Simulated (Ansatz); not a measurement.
# SiH₄Cl (doublet): PBE-QIDH, RPA-PBE over a scan of the distance Cl1–H2 along a hydrogen transfer, cc-pVDZ

Aim: run SiH₄Cl (doublet) with these functionals over a scan of the distance Cl1–H2 along a hydrogen transfer, and hold them against the top wave-function level at the same points.

Computed with Ansatz 0.2.0, Gaussian basis. Level: cc-pVDZ, all electrons in the functionals, frozen cores in the correlation of double hybrids and RPA.

The runs, in order: PBE-QIDH, RPA-PBE, at 1.279 Å; 1.338 Å; 1.456 Å; 1.575 Å; 1.693 Å.

### 1 The system

The geometry derives from fragments relaxed apart (PBE0/def2-TZVP) and kept rigid, so it is no stationary point. A hydrogen atom is moved between rigid fragments.

6 atoms, charge 0, spin multiplicity 2.

Atoms are counted from 1 here; the program's logs count them from 0.

Bond lengths: Cl1–H2 1.279 Å, Si3–H4 1.486 Å, Si3–H5 1.486 Å, Si3–H6 1.486 Å. Angles: H4–Si3–H5 111.3°, H4–Si3–H6 111.3°, H5–Si3–H6 111.3°.

No dispersion term is added.

The geometry shown and the zero of energy belong to the point 1.279 Å. The yardstick, UCCSDT(Q), and other wave-function levels (R restricted, U unrestricted, valence and pair active spaces) come from earlier runs.

### 2 PBE-QIDH, 1.279 Å

Contents of in.yaml:

```yaml
crystal:
  periodic: [false, false, false]
  atoms:
    - {symbol: Cl, position_ang: [-1.481644, 0.000000, -0.000001]}
    - {symbol: H, position_ang: [-0.202844, 0.000000, 0.000000]}
    - {symbol: Si, position_ang: [1.651356, 0.000000, 0.000001]}
    - {symbol: H, position_ang: [2.101329, -1.416254, 0.000001]}
    - {symbol: H, position_ang: [2.101330, 0.708126, -1.226511]}
    - {symbol: H, position_ang: [2.101329, 0.708126, 1.226512]}
basis:
  gaussian: {orbitals: cc-pVDZ}
magnetization: {spin_polarized: true, initial_magnetization: 1}
hamiltonian: {xc: {name: PBE-QIDH}}
correlation: {electrons: outside_noble_gas}
```

Command:

```sh
$ ansatz run in.yaml --threads 1 --pin off --events-out ev --progress --plain --max-ram 4096MiB --backend cpu
```

Output:

```text
Functional definition: PBE-QIDH
  name "PBE-QIDH"
  cite "Brémond, Sancho-García, Pérez-Jiménez & Adamo, J. Chem. Phys. 141, 031101 (2014) doi:10.1063/1.4890314"
  cite "Perdew, Burke & Ernzerhof, Phys. Rev. Lett. 77, 3865 (1996) doi:10.1103/PhysRevLett.77.3865"
  parameter a = 3^(-1/3)
  parameter c = 1/3
  exchange = (1 - a)*pbe_x + a*exact_x
  correlation = (1 - c)*pbe_c + c*(mp2_os + mp2_ss)
553 factors; integrals over basis functions are off by at most 1.1e-3 eV
mean field evaluation 1: about -20447.4344 eV, gradient 8.0e0 eV
mean field evaluation 2: about -20447.4358 eV, gradient 8.0e0 eV
mean field evaluation 4: about -20447.9891 eV, gradient 9.9e-1 eV
mean field evaluation 8: about -20448.0001 eV, gradient 2.2e-2 eV
mean field evaluation 16: about -20448.0001 eV, gradient 9.4e-6 eV
mean field -20448.00011184 eV, -751.4501439579 hartree, gradient 3.0e-6 eV, S^2 0.756736; 0 other end points of the search recorded, 0 dependent functions left out
10 core orbitals not correlated: weight in the atoms' cores, before any rotation towards them, 1.000 or more for the frozen orbitals, at most 0.000 for the correlated occupied ones
reference -20448.00012179 eV, -751.4501443236 hartree; 8, 7 occupied and 38, 39 virtual orbitals, 553 factors
second order -7.74545823 eV of doubles, -0.00000000 eV of singles
Total energy: -20450.58194120 eV, -751.5450244368 hartree
```

It took 2.5 s on 1 thread of AMD EPYC 7R13, shared host.

From the report: ⟨S²⟩ of the determinant 0.757 (pure doublet: 0.75).

### 3 PBE-QIDH, 1.338 Å

Contents of in.yaml:

```yaml
crystal:
  periodic: [false, false, false]
  atoms:
    - {symbol: Cl, position_ang: [-1.482527, 0.000000, -0.000001]}
    - {symbol: H, position_ang: [-0.144527, 0.000000, 0.000000]}
    - {symbol: Si, position_ang: [1.650473, 0.000000, 0.000001]}
    - {symbol: H, position_ang: [2.100446, -1.416254, 0.000001]}
    - {symbol: H, position_ang: [2.100447, 0.708126, -1.226511]}
    - {symbol: H, position_ang: [2.100446, 0.708126, 1.226512]}
basis:
  gaussian: {orbitals: cc-pVDZ}
magnetization: {spin_polarized: true, initial_magnetization: 1}
hamiltonian: {xc: {name: PBE-QIDH}}
correlation: {electrons: outside_noble_gas}
```

Launched as before.

Output (excerpt; [...] marks lines left out):

```text
Functional definition: PBE-QIDH
  name "PBE-QIDH"
  cite "Brémond, Sancho-García, Pérez-Jiménez & Adamo, J. Chem. Phys. 141, 031101 (2014) doi:10.1063/1.4890314"
  cite "Perdew, Burke & Ernzerhof, Phys. Rev. Lett. 77, 3865 (1996) doi:10.1103/PhysRevLett.77.3865"
[...]
553 factors; integrals over basis functions are off by at most 1.1e-3 eV
[...]
mean field -20448.05111612 eV, -751.4520183307 hartree, gradient 1.2e-6 eV, S^2 0.758584; 0 other end points of the search recorded, 0 dependent functions left out
10 core orbitals not correlated: weight in the atoms' cores, before any rotation towards them, 1.000 or more for the frozen orbitals, at most 0.000 for the correlated occupied ones
reference -20448.05112602 eV, -751.4520186945 hartree; 8, 7 occupied and 38, 39 virtual orbitals, 553 factors
second order -7.76775810 eV of doubles, -0.00000000 eV of singles
Total energy: -20450.64037872 eV, -751.5471719761 hartree
```

Run time: 2.6 s. Hardware: 1 thread of AMD EPYC 7R13, shared host.

From the report: ⟨S²⟩ of the determinant 0.759 (pure doublet: 0.75).

From 1.279 Å: -5.6 kJ/mol.

### 4 PBE-QIDH, 1.456 Å

Contents of in.yaml:

```yaml
crystal:
  periodic: [false, false, false]
  atoms:
    - {symbol: Cl, position_ang: [-1.484288, 0.000000, -0.000001]}
    - {symbol: H, position_ang: [-0.028288, 0.000000, 0.000000]}
    - {symbol: Si, position_ang: [1.648712, 0.000000, 0.000001]}
    - {symbol: H, position_ang: [2.098686, -1.416254, 0.000001]}
    - {symbol: H, position_ang: [2.098687, 0.708126, -1.226511]}
    - {symbol: H, position_ang: [2.098686, 0.708126, 1.226512]}
basis:
  gaussian: {orbitals: cc-pVDZ}
magnetization: {spin_polarized: true, initial_magnetization: 1}
hamiltonian: {xc: {name: PBE-QIDH}}
correlation: {electrons: outside_noble_gas}
```

Same command.

Output (excerpt; [...] marks lines left out):

```text
Functional definition: PBE-QIDH
  name "PBE-QIDH"
  cite "Brémond, Sancho-García, Pérez-Jiménez & Adamo, J. Chem. Phys. 141, 031101 (2014) doi:10.1063/1.4890314"
  cite "Perdew, Burke & Ernzerhof, Phys. Rev. Lett. 77, 3865 (1996) doi:10.1103/PhysRevLett.77.3865"
[...]
551 factors; integrals over basis functions are off by at most 1.2e-3 eV
[...]
mean field -20448.04247340 eV, -751.4517007165 hartree, gradient 4.1e-6 eV, S^2 0.762372; 0 other end points of the search recorded, 0 dependent functions left out
10 core orbitals not correlated: weight in the atoms' cores, before any rotation towards them, 1.000 or more for the frozen orbitals, at most 0.000 for the correlated occupied ones
reference -20448.04248319 eV, -751.4517010763 hartree; 8, 7 occupied and 38, 39 virtual orbitals, 551 factors
second order -7.75828197 eV of doubles, -0.00000000 eV of singles
Total energy: -20450.62857718 eV, -751.5467382775 hartree
```

Run time: 2.4 s. Hardware: 1 thread of AMD EPYC 7R13, shared host.

From the report: ⟨S²⟩ of the determinant 0.762 (pure doublet: 0.75).

From 1.279 Å: -4.5 kJ/mol.

### 5 PBE-QIDH, 1.575 Å

Contents of in.yaml:

```yaml
crystal:
  periodic: [false, false, false]
  atoms:
    - {symbol: Cl, position_ang: [-1.486063, 0.000000, -0.000001]}
    - {symbol: H, position_ang: [0.088937, 0.000000, 0.000000]}
    - {symbol: Si, position_ang: [1.646937, 0.000000, 0.000001]}
    - {symbol: H, position_ang: [2.096911, -1.416254, 0.000001]}
    - {symbol: H, position_ang: [2.096912, 0.708126, -1.226511]}
    - {symbol: H, position_ang: [2.096911, 0.708126, 1.226512]}
basis:
  gaussian: {orbitals: cc-pVDZ}
magnetization: {spin_polarized: true, initial_magnetization: 1}
hamiltonian: {xc: {name: PBE-QIDH}}
correlation: {electrons: outside_noble_gas}
```

Same command.

Output (excerpt; [...] marks lines left out):

```text
Functional definition: PBE-QIDH
  name "PBE-QIDH"
  cite "Brémond, Sancho-García, Pérez-Jiménez & Adamo, J. Chem. Phys. 141, 031101 (2014) doi:10.1063/1.4890314"
  cite "Perdew, Burke & Ernzerhof, Phys. Rev. Lett. 77, 3865 (1996) doi:10.1103/PhysRevLett.77.3865"
[...]
553 factors; integrals over basis functions are off by at most 1.1e-3 eV
[...]
mean field -20447.99520455 eV, -751.4499636181 hartree, gradient 1.8e-6 eV, S^2 0.762677; 0 other end points of the search recorded, 0 dependent functions left out
10 core orbitals not correlated: weight in the atoms' cores, before any rotation towards them, 1.000 or more for the frozen orbitals, at most 0.000 for the correlated occupied ones
reference -20447.99521428 eV, -751.4499639757 hartree; 8, 7 occupied and 38, 39 virtual orbitals, 553 factors
second order -7.67162676 eV of doubles, -0.00000000 eV of singles
Total energy: -20450.55242320 eV, -751.5439396703 hartree
```

It took 2.3 s on 1 thread of AMD EPYC 7R13, shared host.

From the report: ⟨S²⟩ of the determinant 0.763 (pure doublet: 0.75).

From 1.279 Å: +2.8 kJ/mol.

### 6 PBE-QIDH, 1.693 Å

Contents of in.yaml:

```yaml
crystal:
  periodic: [false, false, false]
  atoms:
    - {symbol: Cl, position_ang: [-1.487823, 0.000000, -0.000001]}
    - {symbol: H, position_ang: [0.205177, 0.000000, 0.000000]}
    - {symbol: Si, position_ang: [1.645177, 0.000000, 0.000001]}
    - {symbol: H, position_ang: [2.095151, -1.416254, 0.000001]}
    - {symbol: H, position_ang: [2.095151, 0.708126, -1.226511]}
    - {symbol: H, position_ang: [2.095151, 0.708126, 1.226512]}
basis:
  gaussian: {orbitals: cc-pVDZ}
magnetization: {spin_polarized: true, initial_magnetization: 1}
hamiltonian: {xc: {name: PBE-QIDH}}
correlation: {electrons: outside_noble_gas}
```

Same command.

Output (excerpt; [...] marks lines left out):

```text
Functional definition: PBE-QIDH
  name "PBE-QIDH"
  cite "Brémond, Sancho-García, Pérez-Jiménez & Adamo, J. Chem. Phys. 141, 031101 (2014) doi:10.1063/1.4890314"
  cite "Perdew, Burke & Ernzerhof, Phys. Rev. Lett. 77, 3865 (1996) doi:10.1103/PhysRevLett.77.3865"
[...]
553 factors; integrals over basis functions are off by at most 1.3e-3 eV
[...]
mean field -20447.87640256 eV, -751.4455977256 hartree, gradient 4.6e-6 eV, S^2 0.759791; 2 other end points of the search recorded, 0 dependent functions left out
10 core orbitals not correlated: weight in the atoms' cores, before any rotation towards them, 1.000 or more for the frozen orbitals, at most 0.000 for the correlated occupied ones
reference -20447.87641230 eV, -751.4455980836 hartree; 8, 7 occupied and 38, 39 virtual orbitals, 553 factors
second order -7.54250870 eV of doubles, -0.00000000 eV of singles
Total energy: -20450.39058187 eV, -751.5379921110 hartree
```

Wall time 2.8 s (1 thread of AMD EPYC 7R13, shared host).

From the report: ⟨S²⟩ of the determinant 0.760 (pure doublet: 0.75).

From 1.279 Å: +18.5 kJ/mol.

### 7 RPA-PBE, 1.279 Å

Contents of in.yaml:

```yaml
crystal:
  periodic: [false, false, false]
  atoms:
    - {symbol: Cl, position_ang: [-1.481644, 0.000000, -0.000001]}
    - {symbol: H, position_ang: [-0.202844, 0.000000, 0.000000]}
    - {symbol: Si, position_ang: [1.651356, 0.000000, 0.000001]}
    - {symbol: H, position_ang: [2.101329, -1.416254, 0.000001]}
    - {symbol: H, position_ang: [2.101330, 0.708126, -1.226511]}
    - {symbol: H, position_ang: [2.101329, 0.708126, 1.226512]}
basis:
  gaussian: {orbitals: cc-pVDZ}
magnetization: {spin_polarized: true, initial_magnetization: 1}
hamiltonian: {xc: {name: PBE}}
correlation: {method: rpa, electrons: outside_noble_gas}
```

Launched as before.

Output (excerpt; [...] marks lines left out):

```text
Functional definition: PBE
  name "PBE"
  cite "Perdew, Burke & Ernzerhof, Phys. Rev. Lett. 77, 3865 (1996) doi:10.1103/PhysRevLett.77.3865"
  parent pbe
[...]
553 factors; integrals over basis functions are off by at most 1.1e-3 eV
[...]
mean field -20454.04552954 eV, -751.6723089607 hartree, gradient 9.4e-6 eV, S^2 0.752184; 0 other end points of the search recorded, 0 dependent functions left out
10 core orbitals not correlated: weight in the atoms' cores, before any rotation towards them, 1.000 or more for the frozen orbitals, at most 0.000 for the correlated occupied ones
reference -20426.79097903 eV, -750.6707227033 hartree; 8, 7 occupied and 38, 39 virtual orbitals, 553 factors
Total energy: -20439.48648480 eV, -751.1372739350 hartree
```

Run time: 2.2 s. Hardware: 1 thread of AMD EPYC 7R13, shared host.

From the report: ⟨S²⟩ of the determinant 0.752 (pure doublet: 0.75).

### 8 RPA-PBE, 1.338 Å

Contents of in.yaml:

```yaml
crystal:
  periodic: [false, false, false]
  atoms:
    - {symbol: Cl, position_ang: [-1.482527, 0.000000, -0.000001]}
    - {symbol: H, position_ang: [-0.144527, 0.000000, 0.000000]}
    - {symbol: Si, position_ang: [1.650473, 0.000000, 0.000001]}
    - {symbol: H, position_ang: [2.100446, -1.416254, 0.000001]}
    - {symbol: H, position_ang: [2.100447, 0.708126, -1.226511]}
    - {symbol: H, position_ang: [2.100446, 0.708126, 1.226512]}
basis:
  gaussian: {orbitals: cc-pVDZ}
magnetization: {spin_polarized: true, initial_magnetization: 1}
hamiltonian: {xc: {name: PBE}}
correlation: {method: rpa, electrons: outside_noble_gas}
```

Same command.

Output (excerpt; [...] marks lines left out):

```text
Functional definition: PBE
  name "PBE"
  cite "Perdew, Burke & Ernzerhof, Phys. Rev. Lett. 77, 3865 (1996) doi:10.1103/PhysRevLett.77.3865"
  parent pbe
[...]
553 factors; integrals over basis functions are off by at most 1.1e-3 eV
[...]
mean field -20454.14806142 eV, -751.6760769377 hartree, gradient 2.2e-6 eV, S^2 0.752141; 0 other end points of the search recorded, 0 dependent functions left out
10 core orbitals not correlated: weight in the atoms' cores, before any rotation towards them, 1.000 or more for the frozen orbitals, at most 0.000 for the correlated occupied ones
reference -20426.80908861 eV, -750.6713882179 hartree; 8, 7 occupied and 38, 39 virtual orbitals, 553 factors
Total energy: -20439.56048558 eV, -751.1399934133 hartree
```

Run time: 2.7 s. Hardware: 1 thread of AMD EPYC 7R13, shared host.

From the report: ⟨S²⟩ of the determinant 0.752 (pure doublet: 0.75).

From 1.279 Å: -7.1 kJ/mol.

### 9 RPA-PBE, 1.456 Å

Contents of in.yaml:

```yaml
crystal:
  periodic: [false, false, false]
  atoms:
    - {symbol: Cl, position_ang: [-1.484288, 0.000000, -0.000001]}
    - {symbol: H, position_ang: [-0.028288, 0.000000, 0.000000]}
    - {symbol: Si, position_ang: [1.648712, 0.000000, 0.000001]}
    - {symbol: H, position_ang: [2.098686, -1.416254, 0.000001]}
    - {symbol: H, position_ang: [2.098687, 0.708126, -1.226511]}
    - {symbol: H, position_ang: [2.098686, 0.708126, 1.226512]}
basis:
  gaussian: {orbitals: cc-pVDZ}
magnetization: {spin_polarized: true, initial_magnetization: 1}
hamiltonian: {xc: {name: PBE}}
correlation: {method: rpa, electrons: outside_noble_gas}
```

The command is unchanged.

Output (excerpt; [...] marks lines left out):

```text
Functional definition: PBE
  name "PBE"
  cite "Perdew, Burke & Ernzerhof, Phys. Rev. Lett. 77, 3865 (1996) doi:10.1103/PhysRevLett.77.3865"
  parent pbe
[...]
551 factors; integrals over basis functions are off by at most 1.2e-3 eV
[...]
mean field -20454.19235677 eV, -751.6777047618 hartree, gradient 3.1e-6 eV, S^2 0.752050; 0 other end points of the search recorded, 0 dependent functions left out
10 core orbitals not correlated: weight in the atoms' cores, before any rotation towards them, 1.000 or more for the frozen orbitals, at most 0.000 for the correlated occupied ones
reference -20426.76070253 eV, -750.6696100622 hartree; 8, 7 occupied and 38, 39 virtual orbitals, 551 factors
Total energy: -20439.58815455 eV, -751.1410102293 hartree
```

It took 2.6 s on 1 thread of AMD EPYC 7R13, shared host.

From the report: ⟨S²⟩ of the determinant 0.752 (pure doublet: 0.75).

From 1.279 Å: -9.8 kJ/mol.

### 10 RPA-PBE, 1.575 Å

Contents of in.yaml:

```yaml
crystal:
  periodic: [false, false, false]
  atoms:
    - {symbol: Cl, position_ang: [-1.486063, 0.000000, -0.000001]}
    - {symbol: H, position_ang: [0.088937, 0.000000, 0.000000]}
    - {symbol: Si, position_ang: [1.646937, 0.000000, 0.000001]}
    - {symbol: H, position_ang: [2.096911, -1.416254, 0.000001]}
    - {symbol: H, position_ang: [2.096912, 0.708126, -1.226511]}
    - {symbol: H, position_ang: [2.096911, 0.708126, 1.226512]}
basis:
  gaussian: {orbitals: cc-pVDZ}
magnetization: {spin_polarized: true, initial_magnetization: 1}
hamiltonian: {xc: {name: PBE}}
correlation: {method: rpa, electrons: outside_noble_gas}
```

The command is unchanged.

Output (excerpt; [...] marks lines left out):

```text
Functional definition: PBE
  name "PBE"
  cite "Perdew, Burke & Ernzerhof, Phys. Rev. Lett. 77, 3865 (1996) doi:10.1103/PhysRevLett.77.3865"
  parent pbe
[...]
553 factors; integrals over basis functions are off by at most 1.1e-3 eV
[...]
mean field -20454.11320247 eV, -751.6747958949 hartree, gradient 2.9e-6 eV, S^2 0.751848; 0 other end points of the search recorded, 0 dependent functions left out
10 core orbitals not correlated: weight in the atoms' cores, before any rotation towards them, 1.000 or more for the frozen orbitals, at most 0.000 for the correlated occupied ones
reference -20426.71540189 eV, -750.6679452946 hartree; 8, 7 occupied and 38, 39 virtual orbitals, 553 factors
Total energy: -20439.55594624 eV, -751.1398265957 hartree
```

It took 4 s on 1 thread of AMD EPYC 7R13, shared host.

From the report: ⟨S²⟩ of the determinant 0.752 (pure doublet: 0.75).

From 1.279 Å: -6.7 kJ/mol.

### 11 RPA-PBE, 1.693 Å

Contents of in.yaml:

```yaml
crystal:
  periodic: [false, false, false]
  atoms:
    - {symbol: Cl, position_ang: [-1.487823, 0.000000, -0.000001]}
    - {symbol: H, position_ang: [0.205177, 0.000000, 0.000000]}
    - {symbol: Si, position_ang: [1.645177, 0.000000, 0.000001]}
    - {symbol: H, position_ang: [2.095151, -1.416254, 0.000001]}
    - {symbol: H, position_ang: [2.095151, 0.708126, -1.226511]}
    - {symbol: H, position_ang: [2.095151, 0.708126, 1.226512]}
basis:
  gaussian: {orbitals: cc-pVDZ}
magnetization: {spin_polarized: true, initial_magnetization: 1}
hamiltonian: {xc: {name: PBE}}
correlation: {method: rpa, electrons: outside_noble_gas}
```

The command is unchanged.

Output (excerpt; [...] marks lines left out):

```text
Functional definition: PBE
  name "PBE"
  cite "Perdew, Burke & Ernzerhof, Phys. Rev. Lett. 77, 3865 (1996) doi:10.1103/PhysRevLett.77.3865"
  parent pbe
[...]
553 factors; integrals over basis functions are off by at most 1.3e-3 eV
[...]
mean field -20453.89742939 eV, -751.6668663806 hartree, gradient 2.4e-6 eV, S^2 0.751584; 0 other end points of the search recorded, 0 dependent functions left out
10 core orbitals not correlated: weight in the atoms' cores, before any rotation towards them, 1.000 or more for the frozen orbitals, at most 0.000 for the correlated occupied ones
reference -20426.62866336 eV, -750.6647577123 hartree; 8, 7 occupied and 38, 39 virtual orbitals, 553 factors
Total energy: -20439.43336359 eV, -751.1353217664 hartree
```

Wall time 3.1 s (1 thread of AMD EPYC 7R13, shared host).

From the report: ⟨S²⟩ of the determinant 0.752 (pure doublet: 0.75).

From 1.279 Å: +5.1 kJ/mol.

### 12 The comparison

The yardstick is UCCSDT(Q), where the cluster series has nearly closed. It comes from earlier runs at the same points. Energies in kJ/mol, counted from 1.279 Å; blanks weren't run or aren't comparable.

| level | 1.279 Å | 1.338 Å | 1.456 Å | 1.575 Å | 1.693 Å |
| --- | --- | --- | --- | --- | --- |
| UCCSDT(Q) | 0.0 | -5.6 | -5.1 | 0.2 | 12.8 |
| PBE-QIDH | 0.0 | -5.6 | -4.5 | 2.8 | 18.5 |
| RPA-PBE | 0.0 | -7.1 | -9.8 | -6.7 | 5.1 |

Largest miss and mean time a point (UCCSDT(Q) took 8.1 s a point; shared hosts):

| level | largest miss (kJ/mol) | where | time a point |
| --- | --- | --- | --- |
| PBE-QIDH | +5.7 | 1.693 Å | 2.5 s |
| RPA-PBE | -7.6 | 1.693 Å | 2.9 s |

### 13 Results

```
                   quantity                  value
span of the UCCSDT(Q) curve            18.4 kJ/mol
     largest miss, PBE-QIDH  +5.7 kJ/mol (1.693 Å)
      largest miss, RPA-PBE  -7.6 kJ/mol (1.693 Å)
```

What this shows: Of the functionals, PBE-QIDH keep the smallest largest miss at the points compared (at most 5.7 kJ/mol) and RPA-PBE strays most (7.6 kJ/mol, at 1.693 Å). Functionals and the yardstick converge differently with the basis, so part of each miss in cc-pVDZ is the basis.
